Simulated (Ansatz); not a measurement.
Trigonal Te

All values below come from PBE in Ansatz (plane waves, PAW).

Settings: plane-wave cutoff 520 eV, 24×24×12 k mesh (along the axes of the cell as run), scalar-relativistic PAW data made under PBE.

Cell (relaxed at this level):

Space group P3₁21 (No. 152); a = b = 4.5201 Å, c = 5.9542 Å, α = β = 90.00°, γ = 120.00°

```json
[
 {"atom": "Te", "site": "3a", "symmetry": ".2.", "x": "0.7318", "y": "0.7318", "z": "0.0000"}
]
```

```
Item                                              Value
---------------------------------------------  --------
elastic constant C11                           28.1 GPa
elastic constant C12                           6.64 GPa
elastic constant C13                           19.3 GPa
elastic constant C33                           62.7 GPa
elastic constant C44                           29.0 GPa
elastic constant C66                           10.7 GPa
Voigt–Reuss–Hill bulk modulus                  20.3 GPa
Voigt–Reuss–Hill shear modulus (Hill average)  14.5 GPa
Young modulus                                  35.1 GPa
Poisson ratio                                     0.211
```

Measured, for comparison: elastic constant C11 33 GPa, elastic constant C12 8 GPa, elastic constant C13 26 GPa, elastic constant C33 72 GPa, elastic constant C44 31 GPa (temperature not stated, not corrected to a static lattice; as tabulated in Yi et al. (2018), arXiv:1712.00894). Computed (rounded) less measured: elastic constant C11 -15 % (against room or unstated temperature, where such soft solids are markedly softer), elastic constant C12 -17 % (against room or unstated temperature, where such soft solids are markedly softer), elastic constant C13 -26 % (against room or unstated temperature, where such soft solids are markedly softer), elastic constant C33 -13 % (against room or unstated temperature, where such soft solids are markedly softer), elastic constant C44 -6 % (against room or unstated temperature, where such soft solids are markedly softer).

Note: the cell comes from a level without a dispersion term, which matters for the spacing of layers, chains or molecules.

Elastic constants are with the ions relaxed.

Spin–orbit coupling is not included.

Static lattice: no zero-point or thermal effects.

The result took around 3 core-hours (rough).

Ansatz is a quantum-chemistry and plane-wave program.
